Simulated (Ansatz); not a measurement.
`COC1=C(F)C1` → `C#COC(C)F`  (isomerisation)

Program: Ansatz. Geometries: PBE0-D4/def2-TZVP. ΔE: electronic, gas phase. CCSD(T)/CBS adds triple-zeta CCSD(T) − MP2 to the extrapolated MP2 energy (def2 sets, frozen cores). DFT in def2-TZVPP. B3LYP here is the variant with VWN-RPA as its local correlation; programs differ in this. One conformer a species, not always the lowest.

CCSD(T)/CBS gives -118.9 kJ/mol.

(1) Another level gave -84.5 kJ/mol. Which?
A. B3LYP-D4/def2-TZVPP
B. PBE-D4/def2-TZVPP
C. MP2/def2-TZVPP
D. ωB97X-V/def2-TZVPP

Largest T1 diagnostic among the species: 0.012.

## Answers

(1) B. PBE-D4 -84.5, B3LYP-D4 -110.7, MP2/def2-TZVPP -116.9, ωB97X-V -102.7 kJ/mol.

In def2-TZVPP, CCSD(T) changes the Hartree–Fock value by +22.7 kJ/mol (the triples alone add +2.9 kJ/mol) and MP2 by +22.7 kJ/mol. From PBE to PBE0 (25 % exact exchange), in def2-TZVPP and without D4, ΔE moves by −5.7 kJ/mol.
